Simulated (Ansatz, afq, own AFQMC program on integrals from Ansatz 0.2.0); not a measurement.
## SiH4⁺, doublet in 6-31G, levels against full CI

```xyz
5

Si    0.0000    0.0000    0.0000
H    -0.0112    1.0909    1.0838
H    -0.0168   -1.0838    1.0907
H     0.0168    1.0838   -1.0907
H     0.0112   -1.0909   -1.0838
```

Basis 6-31G. Noble-gas cores (and the filled d shells of Ga–Kr and In–Xe) are frozen. Ansatz 0.2.0 and our own AFQMC program on the same integrals; the CISD trial comes from CCSD amplitudes, and released means the phaseless constraint is let go. Free AFQMC starts from the CCSD state and is never constrained. Its projection time is finite, and what remains of the start isn't in its error. Uncertainties: one standard error, sampling alone.

Determinant: UHF, the one that the program's search chose, which needn't be the lowest solution. The geometry is a point of a scan.

Full CI on the same integrals is exact in this basis and with this determinant's frozen core.

Cautions: unrestricted determinant slightly spin contaminated (⟨S²⟩ 0.81 against 0.75).

```
T1 diagnostic                               : 0.0171
weight of the determinant in the CISD state : 0.933
⟨S²⟩ of the determinant                     : 0.814
size of the correlated space                : 7 electrons in 16 orbitals
```

Reference: full CI, correlation energy -2.101 eV. The released energy is read at 2.40 1/Eh (meV from the phaseless value at times in 1/Eh: -0.7 ± 0.9 at 0.24, -2.6 ± 0.5 at 0.51, -2.9 ± 0.4 at 0.99, -3.5 ± 0.5 at 1.62, -3.2 ± 0.3 at 2.40).

```tsv
level	E − E(reference) (kJ/mol)	share of correlation (%)
HF	202.7	0.00
MP2	71.6	64.68
CCSD	4.4	97.83
CCSD(T)	1.6	99.21
CCSDT	0.1	99.98
CCSDT(Q)	0.0	100.00
CCSDTQ	0.0	100.00
ph-AFQMC/HF	0.5 ± 1.0	99.74
ph-AFQMC/CISD	0.5 ± 0.08	99.78
released AFQMC	0.1 ± 0.03	99.93
free AFQMC	-0.1 ± 0.05	100.03
```

CCSDT and higher add their correlation energy to the determinant of the CCSD(T) run, since their own runs factorise the integrals more tightly (a shift of under 2 meV). Free projections are given only where their last times agree within the noise and don't stop above the reference; a slow remainder of the start can still hide under it. A walk keeps the symmetry of its determinant, which the program's search chose and which needn't be the lowest solution, so a lower state of the same spin and another symmetry isn't excluded. Released energies are given only where the last usable release times agree within the noise; a slower fall can still hide under it.
